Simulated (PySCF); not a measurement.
Molecule: `InChI=1S/C3H2ClN/c1-3(4)2-5/h1H2`.

Cartesian coordinates in Å; atom numbers follow the order of the lines, from 1:
```xyz
7

C    -1.056   -0.202    0.122
C     0.143    0.359    0.013
Cl    0.405    2.071    0.156
C     1.327   -0.378   -0.228
N     2.293   -0.962   -0.424
H    -1.938    0.386    0.306
H    -1.170   -1.268    0.028
```

Frames of a GFN2-xTB Langevin trajectory at 600 K; GIAO PBE0/pcSseg-1 shieldings in PySCF 2.14.0 with density-fitted response routines, gas phase, non-relativistic; equivalent atoms averaged within each frame.

Referencing at the same level of theory: $^{13}$C (σref 186.93) and $^{1}$H (σref 31.72) against TMS; HCl for $^{35}$Cl (σref 949.78); NH3 for $^{15}$N (σref 267.73). The references are static minima.

Problem. How do the shifts (ppm) fluctuate along the trajectory?

Solution. 
```csv
time (fs),C1,C4,C2,Cl3,N5,H7,H6
optimised geometry,139.3,119.6,125.3,291,321.3,6.45,6.33
250,133.8,131.7,126.5,283,340.2,6.52,5.15
425,146.8,116.1,120.0,260,316.8,7.84,7.08
625,135.6,118.9,119.9,263,322.3,6.48,6.60
800,140.0,128.2,119.1,237,326.0,7.84,5.57
1000,139.4,129.5,132.8,330,342.2,5.92,5.94
mean of frames,139.1,124.9,123.7,275,329.5,6.92,6.07
standard deviation,5.0,6.9,5.9,35,11.2,0.87,0.78
```

5 frames give an uncertainty of the mean of about the standard deviation over 2.2 at best, since frames this close in time may not be independent; classical motion lacks zero-point vibration, and the reference would need the same averaging.
